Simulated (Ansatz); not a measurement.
# MgS (quintet): wave-function methods side by side, def2-QZVPP

An exercise on one series of results from a longer session: the logs are not shown, and one member is left open.

Program: Ansatz 0.2.0, Gaussian basis. Level of theory: def2-QZVPP, core rule «outside noble gas», up to 10 orbitals frozen. These are calculated values, not measurements.

Plan: UHF; ROHF; CCSD(T) on UHF.

2 further runs of the same task are left out: 2 set aside as unsound or not needed.

## The system

The geometry is a PBE0/def2-TZVP stationary point (not a proven minimum) of the parent state, kept for this charge and spin.

2 atoms, charge 0, spin multiplicity 5.

Atoms are counted from 1 here; the program's logs count them from 0.

Bond lengths: S1–Mg2 2.340 Å.

Set-up of the first run:

Input file in.yaml:

```yaml
crystal:
  periodic: [false, false, false]
  atoms:
    - {symbol: S, position_ang: [0.000000, 0.000000, 0.000000]}
    - {symbol: Mg, position_ang: [0.000000, 0.000000, 2.340400]}
basis:
  gaussian: {orbitals: "def2-QZVPP.json"}
magnetization: {spin_polarized: true, initial_magnetization: 4}
hamiltonian: {xc: hf}
output: {orbitals: {seedname: orbitals}}
```

Run with:

```console
$ ansatz run in.yaml --threads 1 --pin off --events-out ev --progress --plain --max-ram 2393MiB
```

Among the steps run: UHF; ROHF; CCSD(T) on UHF.

One table of the session follows, with a row left open; its other results are not shown here.

It belongs to the step «Misses and costs». 

| method | from UCCSD(T) (kcal/mol) |
| --- | --- |
| ROHF | +109.67 |
| UHF | +105.63 |
| UMP2 | ? |
| UCCSD | +4.18 |
| UCCSD(T) | 0 |

**Question.** Estimate the row for UMP2.

As computed: from UCCSD(T) (kcal/mol): +19.58. In the column «from UCCSD(T) (kcal/mol)» it lies between UCCSD (+4.18) and UHF (+105.63).
